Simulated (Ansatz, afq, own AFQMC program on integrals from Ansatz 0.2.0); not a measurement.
# AlNH, quartet in cc-pVDZ, levels against CCSDT(Q)

```xyz
3

Al    0.0000   -0.2072    1.2225
N     0.0000    0.2129   -2.5537
H     0.0000    2.5890    2.7619
```

Connectivity, by distances: Al ··· N ··· H.

Basis cc-pVDZ. Only valence electrons are correlated. Ansatz 0.2.0 and our own AFQMC program on the same integrals; the CISD trial comes from CCSD amplitudes, and released means the phaseless constraint is let go. ± is one standard error of the sampling.

Determinant: ROHF, the one that the program's search chose, which needn't be the lowest solution. The geometry is a point of a scan.

No full CI on the walks' own integrals is used here; CCSDT(Q) serves as the reference and is uncertain by about the last step of the cluster series.

Cautions: lower spins were not checked; higher spins were not checked; a spin-contaminated unrestricted determinant lies lower (UHF 950 meV lower, ⟨S²⟩ 4.60); strong correlation (T1 0.059, weight of the determinant 0.76, largest double 0.36); the released energies move by 1.5 errors or more from one time to the next, so no released level is given (meV from the phaseless value at times in 1/Eh: -31 ± 14 at 0.24, -45 ± 18 at 0.51, -38 ± 20 at 0.99, -8 ± 25 at 1.62, -65 ± 25 at 2.40), though the last usable value meets CCSDT(Q) within the noise.

* T1 diagnostic: 0.0593
* weight of the determinant in the CISD state: 0.765
* size of the correlated space: 9 electrons in 31 orbitals

```csv
level,correlation energy (eV)
MP2,-3.5411
CCSD,-4.9436
CCSD(T),-5.0768
```

(1) Estimate where phaseless AFQMC with a CISD trial lies against CCSD(T) on the same integrals.

(1) 5.5 ± 1.4 kJ/mol above CCSD(T).

Reference: CCSDT(Q), correlation energy -5.103 eV.

| level | E − E(reference) (kJ/mol) | share of correlation (%) |
| --- | --- | --- |
| CCSD(T) | 2.5 | 99.49 |
| CCSDT | 0.4 | 99.92 |
| ph-AFQMC/CISD | 8.0 ± 1.4 | 98.37 |

A walk keeps the symmetry of its determinant, which the program's search chose and which needn't be the lowest solution, so a lower state of the same spin and another symmetry isn't excluded.
